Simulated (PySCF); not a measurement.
These 2 structures share the formula S2F2. Level of theory: PySCF, PBE0-D3(BJ)/def2-SVP geometry optimisation, gas phase. One conformer each; no zero-point energy, no entropy. No frequencies were run at this level. Point groups hold within 0.08 Å.

Task: Rank from lowest to highest electronic energy at this level (kJ/mol).
A. `FS(F)=S` (thio-thionyl fluoride)
B. `[F:1][S:2][S:3][F:4]` with F1–S2–S3–F4 -89° (difluorodisulfane)

Result: B (0.0), A (3.3).

Neighbours under 10 kJ/mol apart (FSSF and FS(F)=S) can change places with a better method, another conformer or zero-point energy.

```json
{"SMILES": "FSSF", "E (Eh)": "-995.14030", "E rel (kJ/mol)": "0.0", "dipole (D)": "1.69", "point group": "C2", "A, B, C (MHz)": "11001, 2716, 2526"}
{"SMILES": "FS(F)=S", "E (Eh)": "-995.13906", "E rel (kJ/mol)": "3.3", "dipole (D)": "1.31", "point group": "Cs", "A, B, C (MHz)": "7914, 3879, 2959"}
```

Task: How do the relative energies change in single points at PBE0/pcSseg-1 (no added dispersion term) on the same geometries?

Result: 
```
 SMILES  PBE0-D3(BJ)/def2-SVP (kJ/mol)  PBE0/pcSseg-1 (kJ/mol)  shift
   FSSF                            0.0                     0.0    0.0
FS(F)=S                            3.3                     5.6   +2.3
```

Each column counts from its own lowest isomer. The order is unchanged; the largest shift is 2.3 kJ/mol.

Task: As an exercise, what shares would exp(−E/RT) give at 500 K from these electronic energies alone (no entropy, no degeneracies)?

Result: RT = 4.157 kJ/mol: FSSF 68.7 %, FS(F)=S 31.3 %.
